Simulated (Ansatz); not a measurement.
**LiPH₂ (triplet): from Hartree-Fock to the top rungs at distance P1–H3 = 2.255 Å, 6-31G**

Aim: climb from Hartree-Fock through coupled cluster and multireference methods for LiPH₂ (triplet) at one geometry and basis, and see what each rung misses.

Program: Ansatz 0.2.0, Gaussian basis. Level of theory: 6-31G, core rule «outside noble gas», up to 6 orbitals frozen. These are calculated values, not measurements.

Plan: UHF; CCSD(T) on ROHF; CCSD(T) on UHF; BCCD(T) on ROHF; CISD; CCSDT(Q) on ROHF; CCSDT(Q) on UHF; CASSCF and MRCISD+Q, 4 electrons in 4 orbitals; CASSCF and NEVPT2, 4 electrons in 4 orbitals; Full CI.

50 further runs of the same task are left out: 33 for a known fault of the program, 10 that didn't finish, 7 set aside as unsound or not needed.

### 1 The geometry

The geometry derives from a PBE0/def2-TZVP stationary point (not a proven minimum). One bond is set to the value named and the two fragments are kept rigid.

4 atoms, charge 0, spin multiplicity 3.

Atoms are counted from 1 here; the program's logs count them from 0.

Bond lengths: P1–H4 1.420 Å.

### 2 UHF

File in.yaml:

```yaml
crystal:
  periodic: [false, false, false]
  atoms:
    - {symbol: P, position_ang: [0.000000, 0.020368, 0.469320]}
    - {symbol: Li, position_ang: [0.000000, -0.008061, -2.597084]}
    - {symbol: H, position_ang: [0.000000, 0.772619, 2.595148]}
    - {symbol: H, position_ang: [0.000000, -1.342998, 0.867115]}
basis:
  gaussian: {orbitals: 6-31G}
magnetization: {spin_polarized: true, initial_magnetization: 2}
hamiltonian: {xc: hf}
output: {orbitals: {seedname: orbitals}}
```

On the command line:

```bash
$ ansatz run in.yaml --threads 1 --pin off --events-out ev --progress --plain --max-ram 2393MiB
```

The runs that follow: CCSD(T) on ROHF; CCSD(T) on UHF; BCCD(T) on ROHF; CISD; CCSDT(Q) on ROHF; CCSDT(Q) on UHF; CASSCF and MRCISD+Q, 4 electrons in 4 orbitals; CASSCF and NEVPT2, 4 electrons in 4 orbitals; Full CI.

**Question.** What will the summary of the whole plan be? Wanted: FCI below the RHF energy; RMP2 from FCI; UMP2 from FCI; RCCSD from FCI; RCCSD(T) from FCI; UCCSD(T) from FCI; RCCSDT(Q) from FCI; UCCSDT(Q) from FCI; NEVPT2 pair from FCI.

The runs gave:

| quantity | value |
| --- | --- |
| FCI below the RHF energy | -2.3634 eV |
| RMP2 from FCI | +896.4 meV |
| UMP2 from FCI | +860.4 meV |
| RCCSD from FCI | +112.0 meV |
| RCCSD(T) from FCI | +29.8 meV |
| UCCSD(T) from FCI | +29.0 meV |
| RCCSDT(Q) from FCI | +0.7 meV |
| UCCSDT(Q) from FCI | -0.8 meV |
| NEVPT2 pair from FCI | +426.9 meV |
| MRCISD+Q pair from FCI | +45.1 meV |
| levels within 1 kcal/mol (43 meV) | RCCSD(T), UCCSD(T), BCCD(T), RCCSDT, UCCSDT, RCCSDT(Q), UCCSDT(Q) |
| T1 diagnostic | 0.137 |
| effectively unpaired electrons | 2.22 |

What this shows: RCCSD(T) misses by +29.8 meV, 1.3 % of the correlation energy. The occupations show some static correlation. Of the multireference levels listed MRCISD+Q pair comes nearest in total energy (+45.1 meV), which doesn't show that its space is the better one. These misses are within one basis, not against nature; the frozen cores of restricted and unrestricted runs differ, which can shift their rows.
